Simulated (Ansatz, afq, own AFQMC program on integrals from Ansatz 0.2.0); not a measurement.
Two steps: Ansatz 0.2.0 writes the Fock matrix and Cholesky factors of the valence space, and afq projects on them the lowest state that overlaps trial and start.

```yaml
crystal:
  periodic: [false, false, false]
  atoms:
    - {symbol: B, position_ang: [-0.170689, 0.000000, 0.000000]}
    - {symbol: H, position_ang: [-0.767422, 1.033571, 0.000000]}
    - {symbol: H, position_ang: [-0.767422, -1.033571, 0.000000]}
    - {symbol: H, position_ang: [1.310311, 0.000000, 0.000000]}
    - {symbol: H, position_ang: [2.055311, 0.000000, 0.000000]}
basis:
  gaussian: {orbitals: cc-pVTZ}
magnetization: {spin_polarized: true, initial_magnetization: 1}
correlation: {method: ccsd_t, electrons: outside_noble_gas, hamiltonian_folder: ham}
```

```sh
$ ansatz run in.yaml --threads 1 --pin off --events-out ev --progress --plain --max-ram 24576MiB --backend cuda --devices 0, --max-vram 18GiB
```

Options of the walk:

```
--method phaseless --trial hf --walkers 1900 --populations 20 --least-time 40 --time-step 0.005 --steps-per-block 20 --equilibration-blocks 112 --max-blocks 4000 --target-error 0.0008 --factor-cut 1e-05 --start spin_pure --seed 5386 --taylor-order 6
```

Times are imaginary, in 1/Eh. The walk had a cap of 97 s. With eight or more populations the least sampling time is a fifth of least-time, and the error comes from their spread.

Output of the walk:

```
orbitals 85  electrons 4 3  factors 466 of 466
reference energy -26.85333750 Eh
CCSD correlation -0.15046421 Eh in 10 cycles, weight of the determinant in the CISD state 0.9298
energy of the start -26.853759 Eh
 block  time / (1/Eh)  mean weight  energy / Eh
     1     0.100  1.0004  -26.890561
     2     0.200  1.0011  -26.915593
     3     0.300  1.0009  -26.933565
     4     0.400  1.0007  -26.946953
     5     0.500  1.0004  -26.955995
     8     0.800  0.9999  -26.977650
    15     1.500  1.0003  -26.996191
    36     3.600  0.9998  -27.008700
    57     5.700  1.0001  -27.010484
    78     7.800  1.0002  -27.005225
    99     9.900  0.9997  -27.008356
   120    12.000  0.9998  -27.006555
   141    14.100  1.0001  -27.005474
   162    16.200  0.9998  -27.012505
   183    18.300  1.0003  -27.004332
   190    19.000  0.9999  -27.001573
   204    20.400  0.9998  -27.008878
   225    22.500  1.0003  -27.006866
   246    24.600  1.0001  -27.007653
   267    26.700  1.0005  -27.005089
   281    28.100  1.0004  -27.006491
error from the spread of 20 populations
energy -27.006116 +/- 0.000779 Eh
(rows thinned)
```

The run passed its tests (sampling time, drift between the halves within three errors, error under three times the target), which doesn't prove that it has relaxed.

Against this walk (error 21.2 meV) on the same determinant: CCSD(T) 20.3 meV lower (within the noise), CCSDT(Q) 38.8 meV lower (within the noise), a separate phaseless walk with a CISD trial and standard settings 35.0 ± 21.3 meV lower (within the noise). The error is statistical and leaves out the bias of the constraint.

Cautions: constraint bias not in the error.

The walk took 56 s on 1 × NVIDIA H100 80GB HBM3 with 2 threads of AMD EPYC 7R13 Processor (Zen 3), with other jobs on the host (the card was shared). The log's last line is the phaseless energy.

CCSDT and higher add their correlation energy to the determinant of the CCSD(T) run, since their own runs factorise the integrals more tightly (a shift of under 2 meV). A walk keeps the symmetry of its determinant, which the program's search chose and which needn't be the lowest solution, so a lower state of the same spin and another symmetry isn't excluded.
